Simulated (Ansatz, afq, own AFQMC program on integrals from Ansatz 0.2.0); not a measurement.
Integrals from Ansatz 0.2.0, then the random walk in our own AFQMC program (afq).

```yaml
crystal:
  periodic: [false, false, false]
  atoms:
    - {symbol: C, position_ang: [0.000000, 0.000000, 0.000000]}
    - {symbol: H, position_ang: [0.000000, 0.000000, 1.122532]}
basis:
  gaussian: {orbitals: cc-pVTZ}
magnetization: {spin_polarized: true, initial_magnetization: 3}
correlation: {method: ccsd_t, electrons: outside_noble_gas, hamiltonian_folder: ham}
```

```sh
$ ansatz run in.yaml --threads 1 --pin off --events-out ev --progress --plain --max-ram 16896MiB --backend cuda --devices 0, --max-vram 18GiB
```

Options of the walk:

```
--method phaseless --trial cisd --walkers 4000 --populations 20 --least-time 60 --time-step 0.005 --steps-per-block 50 --equilibration-blocks 28 --max-blocks 4000 --target-error 0.00014 --factor-cut 1e-05 --start spin_pure --seed 5217 --release-times 0.24,0.51,0.99,1.62,2.4 --release-step 0.03 --release-every 3 --taylor-order 6
```

Times are imaginary, in 1/Eh. The walk had a cap of 130 s. With eight or more populations the least sampling time is a fifth of least-time, and the error comes from their spread.

```
orbitals 43  electrons 4 1  factors 252 of 252
reference energy -38.28759434 Eh
CCSD correlation -0.09473424 Eh in 10 cycles, weight of the determinant in the CISD state 0.9553
energy of the start -38.382307 Eh
 block  time / (1/Eh)  mean weight  energy / Eh
     1     0.250  1.0000  -38.382683
     2     0.500  0.9997  -38.383368
     3     0.750  1.0000  -38.383905
     4     1.000  0.9997  -38.384232
     5     1.250  1.0002  -38.384473
    10     2.500  1.0000  -38.384852
    15     3.750  1.0000  -38.385054
    20     5.000  1.0004  -38.385098
    25     6.250  1.0001  -38.385282
    27     6.750  0.9998  -38.385404
    30     7.500  1.0001  -38.385233
    35     8.750  0.9999  -38.385084
    40    10.000  1.0000  -38.384961
    45    11.250  1.0003  -38.385054
    50    12.500  0.9999  -38.385063
    55    13.750  0.9998  -38.385027
    57    14.250  1.0001  -38.384920
    60    15.000  1.0002  -38.385113
    65    16.250  1.0000  -38.385019
    70    17.500  0.9997  -38.385144
    75    18.750  1.0002  -38.384925
    78    19.500  1.0002  -38.384983
error from the spread of 20 populations
released: time / (1/Eh)  energy / Eh  error  mean overlap
  0.24  -38.385161  0.000024  0.9978
  0.51  -38.385144  0.000019  0.9982
  0.99  -38.385176  0.000016  0.9969
  1.62  -38.385180  0.000019  0.9960
  2.40  -38.385186  0.000015  0.9947
energy -38.385094 +/- 0.000022 Eh
(rows thinned)
```

(1) Estimate how long the walk took on 1 × NVIDIA H100 80GB HBM3 with 2 threads of AMD EPYC 7R13 Processor (Zen 3) (shared host) (the card was shared).

The run passed its tests (sampling time, drift between the halves within three errors, error under three times the target), which doesn't prove that it has relaxed.

Against this walk (error 0.6 meV) on the same determinant: CCSD(T) 10.8 meV higher, CCSDT(Q) 2.7 meV lower, CCSDTQ 2.8 meV lower, full CI 2.8 meV lower. The error is statistical and leaves out the bias of the constraint. Released to 2.40 1/Eh the energy lies 2.5 ± 0.7 meV (both errors) below the phaseless value, which shows part or all of the bias of the constraint, and full CI lies 0.3 meV below the released value.

Cautions: constraint bias not in the error; another spin lies lower (by 704 meV).

Results:

(1) 95 s of wall time.

CCSDT and higher add their correlation energy to the determinant of the CCSD(T) run, since their own runs factorise the integrals more tightly (a shift of under 2 meV). A walk keeps the symmetry of its determinant, which the program's search chose and which needn't be the lowest solution, so a lower state of the same spin and another symmetry isn't excluded.
